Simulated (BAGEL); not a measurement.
**triplet C3HNS at 5 levels**

Wanted: a comparison of 5 runs (UHF/3-21G, ROHF/6-31G*, UHF/6-31G*, ROHF/def2-SVP, UHF/def2-SVP) of triplet C3HNS. 

The calculation is run with BAGEL 1.2.2.

17 further runs of the same task are left out: 1 that didn't finish, 16 set aside as unsound or not needed.

### Step 1. Starting point

C3HNS: 6 atoms, total charge 0, spin state triplet. SMILES of the parent species: `N#CC=C=S`. The coordinates come from a GFN2-xTB relaxation. That shape belongs to the parent species and isn't relaxed for this state.

Bond lengths: N1–C2 1.146 Å, C2–C3 1.404 Å, C3–C4 1.309 Å, C4–S5 1.546 Å, C3–H6 1.082 Å. Angles: N1–C2–C3 178.8°, C2–C3–C4 122.3°, C3–C4–S5 179.1°, C2–C3–H6 116.1°, C4–C3–H6 121.5°.

### Step 2. A single-point energy at UHF/3-21G (density fitting with qzvpp-jkfit) (run 1)

File calc.json:

```json
{ "bagel": [

{
  "title": "molecule",
  "basis": "3-21g",
  "df_basis": "qzvpp-jkfit",
  "angstrom": "true",
  "geometry": [
    { "atom": "N", "xyz": [       1.152750,      -1.958900,       0.707720 ] },
    { "atom": "C", "xyz": [       0.658840,      -0.939350,       0.532730 ] },
    { "atom": "C", "xyz": [       0.063240,       0.317710,       0.344340 ] },
    { "atom": "C", "xyz": [      -0.634350,       0.608850,      -0.724800 ] },
    { "atom": "S", "xyz": [      -1.451100,       0.933140,      -1.997220 ] },
    { "atom": "H", "xyz": [       0.210620,       1.038540,       1.137220 ] }
  ]
},

{
  "title": "uhf",
  "nopen": 2
},

{
  "title": "print",
  "file": "orbitals.molden",
  "orbitals": "true"
}

]}
```

Run with:

```console
$ BAGEL_NUM_THREADS=1 BAGEL calc.json > calc.out
```

Standard output:

```text
* using 1 threads per process

  ===============================================================
  ===============================================================

  *** Geometry ***

  { "atom" : "N", "xyz" : [      2.178382,     -3.701785,      1.337397 ] },
  { "atom" : "C", "xyz" : [      1.245027,     -1.775114,      1.006714 ] },
  { "atom" : "C", "xyz" : [      0.119506,      0.600385,      0.650708 ] },
  { "atom" : "C", "xyz" : [     -1.198748,      1.150560,     -1.369673 ] },
  { "atom" : "S", "xyz" : [     -2.742182,      1.763379,     -3.774199 ] },
  { "atom" : "H", "xyz" : [      0.398014,      1.962556,      2.149034 ] },

  Number of auxiliary basis functions:      448

  Since a DF basis is specified, we compute 2- and 3-index integrals:
    o Being stored without compression. Storage requirement is 0.009 GB

  Number of basis functions:       51
  Number of electrons      :       42

    * METHOD: MOLECULE                             0.16

  *** Open-shell HF ***

  === Nuclear Repulsion ===
   156.7608609622

      * DIIS with orbital gradients will be used.

  === UHF iteration (3-21g) ===
      0       -562.96381295          0.04536356           0.07
      1       -563.03097471          0.04270101           0.07
      2       -563.04275324          0.04225435           0.07
      3       -563.12246451          0.00179477           0.07
      4       -563.12528796          0.00075360           0.07
      5       -563.12615940          0.00052835           0.07
      6       -563.12694779          0.00038912           0.07
      7       -563.12760216          0.00024857           0.08
      8       -563.12802679          0.00013619           0.07
      9       -563.12817729          0.00010824           0.06
[... 19 lines of this table left out ...]
     29       -563.12860274          0.00000002           0.07
     30       -563.12860274          0.00000002           0.06
     31       -563.12860274          0.00000001           0.06
     32       -563.12860274          0.00000001           0.06
    * SCF iteration converged.

    * S^2 (UHF) is 2.2365

    * Permanent dipole moment:
           (    0.261580,    -0.971539,    -0.218371) a.u.

    * METHOD: UHF                                  2.48

    * METHOD: PRINT                                0.00

  ===============================================================
```

It took 3 s on 1 thread of Intel Xeon Platinum 8488C (Sapphire Rapids), shared host; peak memory 0.08 GiB.

### Step 3. A single-point energy at ROHF/6-31G(d) (density fitting with qzvpp-jkfit, spherical functions) (run 2)

File hf.json:

```json
{ "bagel": [

{
  "title": "molecule",
  "basis": "6-31gs.json",
  "df_basis": "qzvpp-jkfit",
  "angstrom": "true",
  "geometry": [
    { "atom": "N", "xyz": [       1.152750,      -1.958900,       0.707720 ] },
    { "atom": "C", "xyz": [       0.658840,      -0.939350,       0.532730 ] },
    { "atom": "C", "xyz": [       0.063240,       0.317710,       0.344340 ] },
    { "atom": "C", "xyz": [      -0.634350,       0.608850,      -0.724800 ] },
    { "atom": "S", "xyz": [      -1.451100,       0.933140,      -1.997220 ] },
    { "atom": "H", "xyz": [       0.210620,       1.038540,       1.137220 ] }
  ]
},

{ "title": "rohf", "nopen": 2 },

{ "title": "print", "file": "orbitals.molden", "orbitals": "true" }

]}
```

The basis set 6-31G* is read from a file made from the Basis Set Exchange's data (not shown).

Run with:

```console
$ BAGEL_NUM_THREADS=1 BAGEL hf.json > hf.out
```

Standard output:

```text
* using 1 threads per process

  ===============================================================
  ===============================================================

  *** Geometry ***

  { "atom" : "N", "xyz" : [      2.178382,     -3.701785,      1.337397 ] },
  { "atom" : "C", "xyz" : [      1.245027,     -1.775114,      1.006714 ] },
  { "atom" : "C", "xyz" : [      0.119506,      0.600385,      0.650708 ] },
  { "atom" : "C", "xyz" : [     -1.198748,      1.150560,     -1.369673 ] },
  { "atom" : "S", "xyz" : [     -2.742182,      1.763379,     -3.774199 ] },
  { "atom" : "H", "xyz" : [      0.398014,      1.962556,      2.149034 ] },

  Number of auxiliary basis functions:      448

  Since a DF basis is specified, we compute 2- and 3-index integrals:
    o Being stored without compression. Storage requirement is 0.021 GB

  Number of basis functions:       76
  Number of electrons      :       42

    * METHOD: MOLECULE                             0.20

  *** Open-shell HF ***

  === Nuclear Repulsion ===
   156.7608609622

      * DIIS with orbital gradients will be used.

  === ROHF iteration (6-31gs.json) ===
      0       -565.79413154          0.03837763           0.12
      1       -565.88512220          0.03519678           0.12
      2       -565.90722394          0.03244135           0.14
      3       -566.00326008          0.00240049           0.13
      4       -566.00432615          0.00128046           0.14
      5       -566.00489670          0.00046143           0.13
      6       -566.00504120          0.00028470           0.13
      7       -566.00513973          0.00019856           0.13
      8       -566.00518211          0.00014260           0.12
      9       -566.00527643          0.00012710           0.12
[... 19 lines of this table left out ...]
     29       -566.00548202          0.00000003           0.11
     30       -566.00548202          0.00000002           0.13
     31       -566.00548204          0.00000001           0.13
     32       -566.00548205          0.00000001           0.12
    * SCF iteration converged.

    * S^2 (ROHF) is 2.0000

    * Permanent dipole moment:
           (    0.174969,    -0.989639,    -0.391284) a.u.

    * METHOD: ROHF                                 4.24

    * METHOD: PRINT                                0.01

  ===============================================================
```

It took 5.1 s on 1 thread of Intel Xeon Platinum 8488C (Sapphire Rapids), shared host; peak memory 0.095 GiB.

Runs 3 to 4 aren't shown in full; the table further down has their settings and results.

### Step 4. A single-point energy at UHF/def2-SVP (density fitting with qzvpp-jkfit) (run 5)

File hf.json:

```json
{ "bagel" : [

{
  "title" : "molecule",
  "basis" : "svp",
  "df_basis" : "qzvpp-jkfit",
  "angstrom" : "true",
  "geometry" : [
    { "atom" : "N", "xyz" : [       1.152750,      -1.958900,       0.707720 ] },
    { "atom" : "C", "xyz" : [       0.658840,      -0.939350,       0.532730 ] },
    { "atom" : "C", "xyz" : [       0.063240,       0.317710,       0.344340 ] },
    { "atom" : "C", "xyz" : [      -0.634350,       0.608850,      -0.724800 ] },
    { "atom" : "S", "xyz" : [      -1.451100,       0.933140,      -1.997220 ] },
    { "atom" : "H", "xyz" : [       0.210620,       1.038540,       1.137220 ] }
  ]
},

{
  "title" : "uhf",
  "nopen" : 2
},

{
  "title" : "print",
  "file" : "orbitals.molden",
  "orbitals" : "true"
}

]}
```

Run with:

```console
$ BAGEL_NUM_THREADS=1 BAGEL hf.json > hf.out
```

Standard output:

```text
* using 1 threads per process

  ===============================================================
  ===============================================================

  *** Geometry ***

  { "atom" : "N", "xyz" : [      2.178382,     -3.701785,      1.337397 ] },
  { "atom" : "C", "xyz" : [      1.245027,     -1.775114,      1.006714 ] },
  { "atom" : "C", "xyz" : [      0.119506,      0.600385,      0.650708 ] },
  { "atom" : "C", "xyz" : [     -1.198748,      1.150560,     -1.369673 ] },
  { "atom" : "S", "xyz" : [     -2.742182,      1.763379,     -3.774199 ] },
  { "atom" : "H", "xyz" : [      0.398014,      1.962556,      2.149034 ] },

  Number of auxiliary basis functions:      448

  Since a DF basis is specified, we compute 2- and 3-index integrals:
    o Being stored without compression. Storage requirement is 0.022 GB

  Number of basis functions:       79
  Number of electrons      :       42

    * METHOD: MOLECULE                             0.19

  *** Open-shell HF ***

  === Nuclear Repulsion ===
   156.7608609622

      * DIIS with orbital gradients will be used.

  === UHF iteration (svp) ===
      0       -565.60396415          0.02887770           0.11
      1       -565.71352453          0.02298540           0.11
      2       -565.74033109          0.01944335           0.10
      3       -565.78120321          0.00201998           0.11
      4       -565.78386897          0.00084288           0.10
      5       -565.78525535          0.00032682           0.11
      6       -565.78581998          0.00022995           0.11
      7       -565.78623785          0.00019373           0.11
      8       -565.78685257          0.00013643           0.13
      9       -565.78718109          0.00008506           0.11
[... 18 lines of this table left out ...]
     28       -565.78757820          0.00000003           0.11
     29       -565.78757820          0.00000002           0.11
     30       -565.78757820          0.00000001           0.11
     31       -565.78757820          0.00000001           0.11
    * SCF iteration converged.

    * S^2 (UHF) is 2.2493

    * Permanent dipole moment:
           (    0.372459,    -1.056081,    -0.075285) a.u.

    * METHOD: UHF                                  3.74

    * METHOD: PRINT                                0.01

  ===============================================================
```

Wall time 4.5 s (1 thread of Intel Xeon Platinum 8488C (Sapphire Rapids), shared host); peak memory 0.1 GiB.

### Step 5. Overview of the runs

```csv
run,level,energy (Eh),dipole moment (D),⟨S²⟩,wall time
1,UHF/3-21G (density fitting with qzvpp-jkfit),-563.128603,2.62,2.236,3 s
2,"ROHF/6-31G* (density fitting with qzvpp-jkfit, spherical functions)",-566.005482,2.74,2.000,5.1 s
3,"UHF/6-31G* (density fitting with qzvpp-jkfit, spherical functions)",-566.028228,2.80,2.246,4.8 s
4,ROHF/def2-SVP (density fitting with qzvpp-jkfit),-565.763774,2.75,2.000,5.1 s
5,UHF/def2-SVP (density fitting with qzvpp-jkfit),-565.787578,2.85,2.249,4.5 s
```

### Step 6. What came out

| quantity | value |
| --- | --- |
| run 5: total energy | -565.78758 Eh |
| run 5: dipole moment | 2.85 D |
| run 5: ⟨S²⟩ | 2.249 |

**Reading.** The dipole moment (its size) runs from 2.62 D (UHF/3-21G) to 2.85 D (UHF/def2-SVP). Spin contamination of the reference: run 5 ⟨S²⟩ = 2.25, run 3 ⟨S²⟩ = 2.25, run 1 ⟨S²⟩ = 2.24. All runs together took 23 s, the longest 5.1 s.
